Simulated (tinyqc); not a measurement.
Worked calculation: Hueckel theory of the pi electrons, for the molecule C=CC=CC=C (SMILES; centres numbered as the heavy atoms are written). Computed by tinyqc, a small Python program that keeps every step. Settings: charge = 0. Command: `OMP_NUM_THREADS=1 python tinyqc.py 29737 29738 out.jsonl` (the two numbers bound the seeds that draw the settings). One thread of a shared host (Intel(R) Xeon(R) Processor @ 2.60GHz), about 0.01 s of CPU time with the checks.

## The Hueckel matrix

Centres:
```
centre  z_r, pi electrons of the neutral centre         h
1C                                            1  0.000000
2C                                            1  0.000000
3C                                            1  0.000000
4C                                            1  0.000000
5C                                            1  0.000000
6C                                            1  0.000000
```

Bonds:
```
i  j  k
1  2  1
2  3  1
3  4  1
4  5  1
5  6  1
```

H_rr = alpha + h_r beta, H_rs = k_rs beta for bonded centres.

Hueckel matrix in units of beta (H = alpha + beta A), order 1C, 2C, 3C, 4C, 5C, 6C:
$$\begin{pmatrix}
0.000000 & 1.000000 & 0.000000 & 0.000000 & 0.000000 & 0.000000 \\
1.000000 & 0.000000 & 1.000000 & 0.000000 & 0.000000 & 0.000000 \\
0.000000 & 1.000000 & 0.000000 & 1.000000 & 0.000000 & 0.000000 \\
0.000000 & 0.000000 & 1.000000 & 0.000000 & 1.000000 & 0.000000 \\
0.000000 & 0.000000 & 0.000000 & 1.000000 & 0.000000 & 1.000000 \\
0.000000 & 0.000000 & 0.000000 & 0.000000 & 1.000000 & 0.000000
\end{pmatrix}$$

## Orbitals

pi electrons, sum of z_r less the charge = 6

Diagonalise; E = alpha + x beta with beta < 0, so the largest x are filled first; degenerate levels share their electrons. P = sum n_i c_ri c_si; each orbital has its largest coefficient positive (the first on a tie).

x values: [1.801938, 1.246980, 0.445042, -0.445042, -1.246980, -1.801938]

occupations: [2.000000, 2.000000, 2.000000, 0.000000, 0.000000, 0.000000]

coefficients, order 1C, 2C, 3C, 4C, 5C, 6C:
$$\begin{pmatrix}
0.231921 & 0.417907 & 0.521121 & 0.521121 & -0.417907 & 0.231921 \\
0.417907 & 0.521121 & 0.231921 & -0.231921 & 0.521121 & -0.417907 \\
0.521121 & 0.231921 & -0.417907 & -0.417907 & -0.231921 & 0.521121 \\
0.521121 & -0.231921 & -0.417907 & 0.417907 & -0.231921 & -0.521121 \\
0.417907 & -0.521121 & 0.231921 & 0.231921 & 0.521121 & 0.417907 \\
0.231921 & -0.417907 & 0.521121 & -0.521121 & -0.417907 & -0.231921
\end{pmatrix}$$

charge and bond-order matrix P, order 1C, 2C, 3C, 4C, 5C, 6C:
$$\begin{pmatrix}
1.000000 & 0.871119 & 0.000000 & -0.387685 & 0.000000 & 0.301417 \\
0.871119 & 1.000000 & 0.483435 & 0.000000 & -0.086268 & 0.000000 \\
0.000000 & 0.483435 & 1.000000 & 0.784851 & 0.000000 & -0.387685 \\
-0.387685 & 0.000000 & 0.784851 & 1.000000 & 0.483435 & 0.000000 \\
0.000000 & -0.086268 & 0.000000 & 0.483435 & 1.000000 & 0.871119 \\
0.301417 & 0.000000 & -0.387685 & 0.000000 & 0.871119 & 1.000000
\end{pmatrix}$$

## Energy, charges, bond orders

E = sum n x; q_r = z_r - P_rr; bond order p = P_rs; free valence = sqrt(3) - sum of p over the bonds of the atom.

pi energy = 6 alpha + this times beta = 6.987918

pi charges: 1C 0.000000, 2C 0.000000, 3C 0.000000, 4C 0.000000, 5C 0.000000, 6C 0.000000

Bond orders and lengths from R = 1.517 - 0.180 p (angstrom, C-C alone):
```
bond         p         R
1-2   0.871119  1.360199
2-3   0.483435  1.429982
3-4   0.784851  1.375727
4-5   0.483435  1.429982
5-6   0.871119  1.360199
```

free valence of the carbons: 1C 0.860932, 2C 0.377497, 3C 0.463765, 4C 0.463765, 5C 0.377497, 6C 0.860932

gap between the highest filled and the next level = 0.890084 |beta|
